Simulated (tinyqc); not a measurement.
Worked calculation: UHF in the sto-3g basis, for NH3+, spin multiplicity 2. Computed by tinyqc, a small Python program that keeps every step (integrals from PySCF). Settings: charge = 1, multiplicity = 2, basis = sto-3g, energy threshold = 1e-10, iteration cap = 59, orthogonalisation = canonical, start = Wolfsberg-Helmholz matrix, DIIS depth = 8, DIIS from iteration = 3, method = UHF. Command: `OMP_NUM_THREADS=1 python tinyqc.py 30925 30926 out.jsonl` (the two numbers bound the seeds that draw the settings). One thread of a shared host (Intel(R) Xeon(R) Processor @ 2.60GHz), about 0.1 s of CPU time with the checks.

Geometry (angstrom):
```
atom          x          y         z
N      0.000000   0.000000  0.309000
H      0.961000   0.000000  0.000000
H     -0.480000   0.832000  0.000000
H     -0.480000  -0.832000  0.000000
```

Stop when the energy changes by less than 1e-10 hartree and every element of the error matrix X^T (F D S - S D F) X (for each spin) is below 3e-06.

Course of the cycle:
```
iteration   E (hartree)     change  largest element of the error matrix
1          -55.08094322          -                             2.97e-01
2          -55.17669102  -9.57e-02                             4.92e-02
3          -55.18302793  -6.34e-03                             1.47e-02
4          -55.18359876  -5.71e-04                             4.55e-03
5          -55.18370266  -1.04e-04                             1.51e-03
6          -55.18372027  -1.76e-05                             2.33e-04
7          -55.18372072  -4.47e-07                             5.37e-05
8          -55.18372073  -9.01e-09                             1.42e-05
9          -55.18372073  -8.81e-10                             1.70e-06
10         -55.18372073  -1.51e-11                             5.66e-08
```

Can the last value be used, and what does the course show?

Yes. Converged in 10 iterations. PySCF UHF in the same basis, after a stability check = -55.18372073 hartree.
